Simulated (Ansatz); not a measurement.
A made-up structure of C2H5Si, doublet:

```
8
angstrom
C -0.8592 0.1957 -0.5746
C 0.4248 -0.9491 -0.0740
Si 0.0790 0.8220 0.4036
H -1.7395 0.5554 -1.0864
H -0.4286 1.1269 1.6943
H 0.9200 1.8629 -0.0715
H 0.2128 -1.7319 0.6085
H 1.2312 -1.1724 -0.7247
```

It is relaxed with PBE-D4/def2-SVP and then PBE0-D4/def2-TZVP (Ansatz 0.2.0). Atoms count as bonded within 1.22 times the sum of their covalent radii (H–H: 0.88 Å). The end point is not checked to be a true minimum.

Q: Does its bonding change? (Judge from chemistry; the calculation decides.)

A: By the calculation: No: no bond forms or breaks.

Where it ends: The first stage lowers the energy by 3.48 eV in 7 steps. It ends as C₂H₅Si ([CH]1[CH2][SiH2]1):
```xyz
8
angstrom
C -0.8556 0.0885 -0.6172
C 0.2598 -0.7742 -0.1259
Si 0.1874 0.9661 0.5454
H -1.6733 -0.0820 -1.3015
H -0.2674 1.2031 1.9347
H 1.1565 1.9802 0.0705
H -0.0024 -1.6210 0.5134
H 1.0357 -1.0512 -0.8442
```

Labels in which every atom is bracketed show which atoms are joined, not bond orders.

For scale, one of the runs: PBE0-D4/def2-TZVP relaxation, 129 basis functions, launched by `ansatz run in.yaml --threads 2 --pin off --events-out ev --progress --plain --max-ram 4352MiB`. The run took about 7.5 s on 2 CPU threads of an AMD EPYC 9R45 (shared host).
